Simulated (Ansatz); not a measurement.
AsH4, doublet: the ladder up to UCCSDT(Q)

Geometry: that of the AsH4⁻, triplet, kept fixed.

| atom | x (Å) | y (Å) | z (Å) |
| --- | --- | --- | --- |
| As | 0.0000 | 0.0000 | 0.0000 |
| H | 0.2704 | 0.9808 | 1.3228 |
| H | -0.9575 | -1.0699 | 0.8505 |
| H | 0.1570 | 1.2484 | -1.0963 |
| H | 0.5302 | -1.1593 | -1.0770 |

Basis aug-cc-pVTZ; Ansatz 0.2.0. Only valence electrons are correlated (noble-gas cores and the filled d shells of p-block atoms frozen), which leaves 9 electrons in 137 orbitals. R marks a restricted (for open shells ROHF) determinant, U an unrestricted one. Active spaces: valence = (9e, 8o) chosen from the atoms' valence shells. No spin–orbit coupling is included, and no scalar relativity.

Full CI isn't at hand for all of this; UCCSDT(Q) serves as the reference, and is uncertain by about the last step of the cluster series. The frozen core follows each run's orbitals, which can shift R against U totals by a few meV for light atoms and by up to 0.1 eV past Ca.

The UHF ⟨S²⟩ is 0.761, the T1 diagnostic (RCCSD) is 0.0174 and the largest doubles amplitude (RCCSD) is 0.034. The T1 diagnostic (UCCSD) is 0.0153.

```
   level  E − E(RHF) (eV)
     UHF          -0.0863
    UMP2          -4.9966
   UCCSD          -5.9153
UCCSD(T)          -6.1404
```

(1) Estimate how far UCCSDT(Q) in aug-cc-pVTZ lies from UCCSD(T). The table doesn't fix it; the size of (T) and the diagnostics are the guide.

(1) UCCSDT(Q) in aug-cc-pVTZ lies 47 meV below UCCSD(T), which is 21 % of the (T) step (-225 meV). The diagnostics are small and the rest is a small part of (T), but (T) is large here. The miss exceeds 1 kcal/mol.

The other levels:

```csv
level,E − E(UCCSDT(Q)) (meV),share of correlation (%),wall time
UCCSDT,10,99.84,–
```

The correlation energy at UCCSDT(Q), counted from RHF, is -6.188 eV. That run took 66 s on 2 threads of AMD EPYC 7R13 with a shared H100 80 GB, shared host.

Run but not shown, since their state or frozen core can't be matched to the reference's or they repeat it: RHF, RMP2, RCCSD, RCCSD(T), BCCD(T), RCCSDT, RCCSDT(Q), CASSCF (valence space), NEVPT2 (valence space).

Times hold each run's SCF and search for its determinant on a shared host, so for small cases they say little of a method's own cost.

Natural occupations of CASSCF (valence space) about the gap: 1.986 1.963 1.963 1.942 1.001 0.080 0.032 0.032; effectively unpaired electrons, Σ n²(2−n)², 1.06.
